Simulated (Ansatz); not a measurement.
The input, for Ansatz 0.2.0:

```yaml
crystal:
  periodic: [false, false, false]
  atoms:
    - {symbol: Ge, position_ang: [0.000000, 0.000000, 2.125993]}
    - {symbol: Al, position_ang: [0.000000, 0.000000, -0.262451]}
    - {symbol: H, position_ang: [0.000000, 0.000000, -1.863543]}
basis:
  gaussian: {orbitals: cc-pVDZ}
correlation: {method: sc_nevpt2, electrons: outside_noble_gas, active_space: {window: {electrons: 8, orbitals: 9}, shells: [{species: Al, l: s, shell: 3}, {species: Al, l: p, shell: 3}, {species: Ge, l: s, shell: 4}, {species: Ge, l: p, shell: 4}, {species: H, l: s, shell: 1}]}}
```

```sh
$ ansatz run in.yaml --threads 1 --pin off --events-out ev --progress --plain --max-ram 2393MiB
```

Log:

```
938 factors; integrals over basis functions are off by at most 1.5e-7 eV
mean field evaluation 1: about -63068.6304 eV, gradient 7.1e0 eV
mean field evaluation 2: about -63068.6318 eV, gradient 7.1e0 eV
mean field evaluation 4: about -63069.0481 eV, gradient 7.5e-1 eV
mean field evaluation 8: about -63069.0594 eV, gradient 1.3e-3 eV
mean field evaluation 16: about -63068.9853 eV, gradient 1.7e0 eV
mean field evaluation 32: about -63066.5928 eV, gradient 2.1e1 eV
mean field -63069.05944006 eV, -2317.7451846783 hartree, gradient 1.4e-6 eV, S^2 0.000000; 4 other end points of the search recorded, 0 dependent functions left out; unrestricted orbitals would lower it
reference -63069.05944006 eV, -2317.7451846783 hartree; 23, 23 occupied and 27, 27 virtual orbitals, 938 factors
state -63071.20470291 eV, -2317.8240216339 hartree
state -63071.20470291 eV, -2317.8240216339 hartree; corrected -63072.89013485 eV, -2317.8859601151 hartree
Total energy: -63072.89013485 eV, -2317.8859601151 hartree
Checks for a lower state left out: starts, orbital_swaps
```

Ran on 1 thread of Arm Neoverse V1, shared host: 8 s wall, 0.17 GiB peak host memory.
